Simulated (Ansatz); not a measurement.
Mulliken charges of `CC(O)(F)S` from PBE/def2-TZVPP in Ansatz (PBE0-D4/def2-TZVP geometry).

```
atom   x (Å)   y (Å)   z (Å)  charge (e)
  C1  -1.137  -0.005   0.208      -0.229
  C2   0.293  -0.103  -0.244       0.261
  O3   0.397   0.389  -1.516      -0.247
  F4   0.667  -1.434  -0.229      -0.170
  S5   1.479   0.809   0.826      -0.210
  H6  -1.763  -0.570  -0.485       0.099
  H7  -1.240  -0.419   1.210       0.086
  H8  -1.451   1.037   0.216       0.100
  H9   1.324   0.359  -1.780       0.197
 H10   1.514  -0.115   1.797       0.112
```

**Question.** By hand: the dipole of these point charges (1 e Å = 4.8032 D).

**Answer.** Σ q r = (-0.181, 0.021, 0.057) e Å, of length 0.191 e Å = 0.92 D.

**Question.** How does the dipole of the full density compare? (An estimate is asked.)

**Answer.** Computed: (-0.051, 0.011, 0.084) e Å, 0.47 D; the point charges give 1.96 times that, at 41° from its direction.

Point charges leave out the atoms' own dipoles, such as those of lone pairs, and Mulliken's split depends on the basis, so the two needn't agree.
